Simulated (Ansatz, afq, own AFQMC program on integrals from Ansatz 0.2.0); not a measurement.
AFQMC on a folder of integrals that Ansatz 0.2.0 wrote.

```yaml
crystal:
  periodic: [false, false, false]
  atoms:
    - {symbol: B, position_ang: [0.000000, 0.000000, 0.675628]}
    - {symbol: B, position_ang: [0.000000, 0.000000, -0.909454]}
    - {symbol: H, position_ang: [0.000000, 1.047868, 1.253990]}
    - {symbol: H, position_ang: [0.000000, -1.047868, 1.253990]}
basis:
  gaussian: {orbitals: cc-pVDZ}
magnetization: {spin_polarized: false}
correlation: {method: ccsd_t, electrons: outside_noble_gas, hamiltonian_folder: ham}
```

```sh
$ ansatz run in.yaml --threads 1 --pin off --events-out ev --progress --plain --max-ram 24576MiB --backend cuda --devices 0, --max-vram 18GiB
```

afq runs on the folder ham with

```
--method phaseless --trial hf --walkers 4000 --populations 20 --least-time 40 --time-step 0.005 --steps-per-block 20 --equilibration-blocks 112 --max-blocks 4000 --target-error 0.0008500 --factor-cut 1e-05 --seed 4091 --taylor-order 6
```

Times are imaginary, in 1/Eh. The walk had a cap of 49 s. With eight or more populations the least sampling time is a fifth of least-time, and the error comes from their spread.

Output of the walk:

```
orbitals 36  electrons 4 4  factors 282 of 350
reference energy -50.34180135 Eh
CCSD correlation -0.17255542 Eh in 15 cycles, weight of the determinant in the CISD state 0.8645
energy of the start -50.341801 Eh
 block  time / (1/Eh)  mean weight  energy / Eh
     1     0.100  1.0008  -50.370526
     2     0.200  1.0008  -50.393043
     3     0.300  1.0009  -50.411490
     4     0.400  1.0008  -50.426481
     5     0.500  1.0008  -50.438549
     8     0.800  1.0005  -50.465187
    11     1.100  1.0004  -50.480339
    31     3.100  1.0000  -50.508708
    41     4.100  1.0001  -50.512711
    71     7.100  1.0001  -50.517716
   101    10.100  1.0000  -50.521942
   131    13.100  0.9998  -50.518870
   161    16.100  1.0000  -50.526922
   191    19.100  0.9996  -50.523576
   221    22.100  1.0001  -50.527265
   251    25.100  1.0002  -50.524584
   281    28.100  0.9997  -50.523398
   311    31.100  0.9996  -50.523323
   341    34.100  0.9998  -50.521170
   351    35.100  1.0000  -50.530024
   371    37.100  0.9998  -50.523674
   401    40.100  1.0004  -50.520404
   411    41.100  0.9999  -50.526686
error from the spread of 20 populations
energy -50.523031 +/- 0.000822 Eh
(rows thinned)
```

The run passed its tests (sampling time, drift between the halves within three errors, error under three times the target), which doesn't prove that it has relaxed.

Against this walk (error 22.4 meV) on the same determinant: CCSD(T) 123.0 meV higher, CCSDT(Q) 75.5 meV higher, CCSDTQ 71.6 meV higher, a separate phaseless walk with a CISD trial and standard settings 89.9 ± 22.8 meV higher. The error is statistical and leaves out the bias of the constraint. CCSDTQ is the surest value here, so the walk's 72 meV below it is most likely the bias of the constraint with this trial, which can have either sign.

Cautions: constraint bias not in the error; another spin lies lower (by 788 meV); restricted determinant unstable towards unrestricted (UHF 870 meV lower, ⟨S²⟩ 0.95); CCSDTQ on the UHF determinant differs (786 meV lower), perhaps since the unrestricted series falls towards higher spin.

The walk took 21 s on 1 × NVIDIA H100 80GB HBM3 with 2 threads of AMD EPYC 7R13 Processor (Zen 3) (shared host) (the card was shared). The log's last line is the phaseless energy.

CCSDT and higher add their correlation energy to the determinant of the CCSD(T) run, since their own runs factorise the integrals more tightly (a shift of under 2 meV). A walk keeps the symmetry of its determinant, which the program's search chose and which needn't be the lowest solution, so a lower state of the same spin and another symmetry isn't excluded.
